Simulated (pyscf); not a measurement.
Single points on ωB97X-D3(BJ)/def2-SVP structures (PySCF, gas phase).

Question: H₂C=CH–CH=CH₂ (SMILES C=CC=C) + H₂O (SMILES O) -> H₂C=CH–CH(CH₃)–OH (SMILES C=CC(C)O)
Surface: singlet. Broken: H–O. Formed: C–H, C–O. Give ΔE‡ and ΔE from r²SCAN/def2-TZVP, relative to the separated reactants.

Answer: ΔE‡ = 50.1 kcal/mol, ΔE = -13.7 kcal/mol. ωB97M-D3(BJ)/def2-TZVP gives 54.5 kcal/mol and -14.0 kcal/mol. Zero-point energy shifts the barrier by -0.7 kcal/mol. It is an addition across a multiple bond or ene-type step, with an imaginary mode of 2053i cm⁻¹. H₂C=CH–CH(CH₃)–OH lies 18.7 kcal/mol over its isomer H₃C–CH₂–C(CH₃)=O (electronic energy, ωB97M-D3(BJ)/def2-TZVP). One saddle was located; it need not be the lowest between these sides.
